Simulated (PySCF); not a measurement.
Job file and geometry (Å, from GFN2-xTB) of an NMR shielding run on SMILES C1CS1, C₂H₄S, PySCF 2.14.0, density-fitted response routines, GIAO PBE0/pcSseg-1 NMR shielding, non-relativistic, gas phase; density fitting, a coarse starting grid and PySCF grid level 2 are the driver's defaults:

```
{"job": {"kind": "nmr", "xc": "PBE0", "basis": "pcSseg-1"}, "charge": 0, "multiplicity": 1}
C      0.740630    -0.070203    -0.043689
C     -0.739269    -0.045635    -0.076637
S     -0.004475     1.125778     1.075096
H      1.236005    -0.902183     0.438181
H      1.286657     0.357697    -0.873432
H     -1.233260     0.399260    -0.929911
H     -1.282954    -0.859810     0.383313
```

Question: Write the output of this run.

Answer: 
```
coarse grid: 6280 points
cycle   1  E = -476.4896721433  dE =  3.236e-01  |g| = 1.617e-01  |ddm| = 2.366e+00
cycle   2  E = -476.4943988936  dE = -4.727e-03  |g| = 1.271e-01  |ddm| = 4.376e-01
cycle   3  E = -476.4990633624  dE = -4.664e-03  |g| = 2.427e-02  |ddm| = 2.017e-01
cycle   4  E = -476.4991479912  dE = -8.463e-05  |g| = 1.035e-02  |ddm| = 2.717e-02
cycle   5  E = -476.4991706408  dE = -2.265e-05  |g| = 4.069e-03  |ddm| = 1.191e-02
cycle   6  E = -476.4991753499  dE = -4.709e-06  |g| = 4.674e-04  |ddm| = 4.811e-03
final grid: 55656 points
cycle   7  E = -476.5195510985  dE = -9.454e-06  |g| = 7.678e-03  |ddm| = 1.635e-02
cycle   8  E = -476.5195300083  dE =  2.109e-05  |g| = 1.167e-02  |ddm| = 1.571e-02
cycle   9  E = -476.5195657299  dE = -3.572e-05  |g| = 4.188e-04  |ddm| = 1.072e-02
cycle  10  E = -476.5195657911  dE = -6.115e-08  |g| = 4.795e-05  |ddm| = 7.271e-04
cycle  11  E = -476.5195657915  dE = -4.892e-10  |g| = 2.259e-05  |ddm| = 9.239e-05
converged SCF energy = -476.5195657915

GIAO shielding tensors (ppm)
atom      isotropic    diamagn.    paramagn.     s11        s22        s33       span
  0 C      167.562     251.068     -83.506    136.389    174.246    192.052     55.664
  1 C      167.555     251.068     -83.513    136.351    174.212    192.103     55.752
  2 S      776.577    1054.749    -278.172    330.971    819.585   1179.173    848.203
  3 H       29.496      29.523      -0.027     23.244     25.665     39.579     16.335
  4 H       29.494      29.518      -0.024     23.233     25.671     39.578     16.345
  5 H       29.492      29.512      -0.020     23.237     25.665     39.573     16.337
  6 H       29.493      29.519      -0.026     23.233     25.668     39.578     16.345
```

Question: Turn these shieldings into chemical shifts. Referencing at the same level of theory: ¹³C (σ = 186.93 ppm) and ¹H (σ = 31.72 ppm) against TMS; ³³S (σ = 503.73 ppm) against CS2.

Answer: Averaging equivalent atoms: C 0/1: 19.4; S 2: -273; H 3/4/5/6: 2.22 ppm. 

Size and cost of the density-fitted run: 78 basis functions, of the order of 4 core-seconds.
